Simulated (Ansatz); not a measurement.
Mulliken charges of H₅OPSi (`OP[SiH3]`) from r2SCAN/def2-TZVPP in Ansatz (PBE0-D4/def2-TZVP geometry).

```csv
atom,x (Å),y (Å),z (Å),charge (e)
O1,-1.126,0.275,-1.485,-0.381
P2,-0.453,1.099,-0.203,0.085
Si3,0.556,-0.633,0.842,0.266
H4,-1.981,0.659,-1.692,0.220
H5,0.764,1.529,-0.811,0.000
H6,1.503,-0.039,1.824,-0.066
H7,1.294,-1.518,-0.097,-0.057
H8,-0.467,-1.431,1.566,-0.068
```

By hand: the dipole of these point charges (1 e Å = 4.8032 D).

Σ q r = (-0.039, 0.152, 0.179) e Å, of length 0.238 e Å = 1.14 D.

How does the dipole of the full density compare? (An estimate is asked.)

The calculation gave: (-0.134, 0.085, -0.055) e Å, 0.81 D; the point charges give 1.41 times that, at 78° from its direction.

Point charges leave out the atoms' own dipoles, such as those of lone pairs, and Mulliken's split depends on the basis, so the two needn't agree.
